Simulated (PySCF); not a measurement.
# C4H9NO: the cost of one run

Computed with PySCF 2.14.0 and routines of our own; the level stands in each step. Atoms count from 0.

## 1. The starting structure

15 atoms, charge 1, multiplicity 2; geometry from: GFN2-xTB.

## 2. Open-shell or spin-flip excitations: unrestricted TDA PBE0/def2-SVPD

The job: settings as JSON, then the geometry in Å.

```
{"job": {"kind": "uabs", "xc": "PBE0", "basis": "def2-SVPD", "nstates": 10, "tda": true}, "charge": 1, "multiplicity": 2}
C      1.961435    -0.251076    -0.210271
C      0.814475     0.573227    -0.684645
O      0.914872     1.585483    -1.321592
N     -0.487313     0.109161    -0.352609
C     -1.540513     1.022563    -0.555485
C     -0.715084    -1.127298     0.291944
H      2.885831     0.227744    -0.527655
H      1.918049    -1.248188    -0.646789
H      1.968595    -0.339124     0.875029
H     -2.487354     0.503685    -0.711002
H     -1.272290     1.684632    -1.391651
H     -1.680179     1.699541     0.303604
H     -1.752916    -1.216444     0.608959
H     -0.466527    -1.965139    -0.373290
H     -0.065494    -1.250777     1.167886
```

Method: unrestricted TDA PBE0/def2-SVPD, vertical, gas phase, core orbitals frozen in the response.

Started as:

```console
$ OMP_NUM_THREADS=1 python excited_run.py task.json out
```

One launch serves the whole session: the jobs run in the order shown.

Q: Estimate the wall time and peak memory of this first job on 1 thread of Arm Neoverse V2, shared host.

About 47 s, with a peak of 0.65 GiB.
